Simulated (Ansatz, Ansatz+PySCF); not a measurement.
```json
{"atom": "C", "x (Å)": "0.8505", "y (Å)": "0.0000", "z (Å)": "0.0000"}
{"atom": "C", "x (Å)": "-0.4252", "y (Å)": "0.7365", "z (Å)": "0.0000"}
{"atom": "C", "x (Å)": "-0.4252", "y (Å)": "-0.7365", "z (Å)": "0.0000"}
{"atom": "H", "x (Å)": "2.0320", "y (Å)": "0.0000", "z (Å)": "0.0000"}
{"atom": "H", "x (Å)": "-1.0160", "y (Å)": "1.7598", "z (Å)": "0.0000"}
{"atom": "H", "x (Å)": "-1.0160", "y (Å)": "-1.7598", "z (Å)": "0.0000"}
```

RHF-MP2 on singlet C3H3(+) was run in several spherical basis sets with Ansatz (development build ahead of 0.2.0). Frozen core: 3 orbitals. Caution for RHF-MP2: no unrestricted run beside it, a lower state can exist.

Problem. Rank the basis sets by the total energy that they give, lowest first, with the distance from the lowest.
A. cc-pVTZ
B. 6-31G(d)
C. def2-SVP
D. cc-pVDZ
E. def2-TZVP

Solution. A (0.00 eV), E (0.14 eV), D (2.59 eV), B (3.29 eV), C (5.28 eV).

Totals follow the description of the cores as much as that of the bonds, so this order isn't one of quality for chemistry.
